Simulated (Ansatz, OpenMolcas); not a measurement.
## C3H6F2 (1,3-difluoropropane): a line through the functionals

C3H6F2: 11 atoms, total charge 0, spin state singlet. SMILES: `FCCCF`. Geometry: relaxed at PBE0-D4/def2-TZVP. This is one conformer, not always the lowest.

The vertical energy of the triplet above the singlet y, in eV, basis cc-pVDZ; a is the functional's share of exact exchange. Programs: Ansatz 0.2.0, OpenMolcas 26.06.

```
functional     program     a  y (eV)
       PBE      Ansatz     0    8.26
      TPSS  OpenMolcas     0    8.57
     B3LYP      Ansatz   0.2    9.05
      PBE0      Ansatz  0.25    9.22
   r2SCAN0      Ansatz  0.25       ?
     BHLYP      Ansatz   0.5   10.00
```

Task: Fit y = c + s·a to the known rows and predict r2SCAN0.

Result: 
1. Means of the 5 rows: a = 0.1900, y = 9.020.
2. Σ(Δa)² = 0.172, Σ(Δa·Δy) = 0.546, so the slope is 0.546/0.172 = 3.1744.
3. Intercept: 9.020 − (3.1744) × 0.1900 = 8.417. The largest residual of the fit is 0.16.
4. r2SCAN0: 8.417 + (3.1744) × 0.25 = 9.21 eV.

The run gave 9.44 eV, so the prediction is off by -0.23 eV, about the scatter of the fit. The rows mix families of semi-local functionals, which the line can't see.
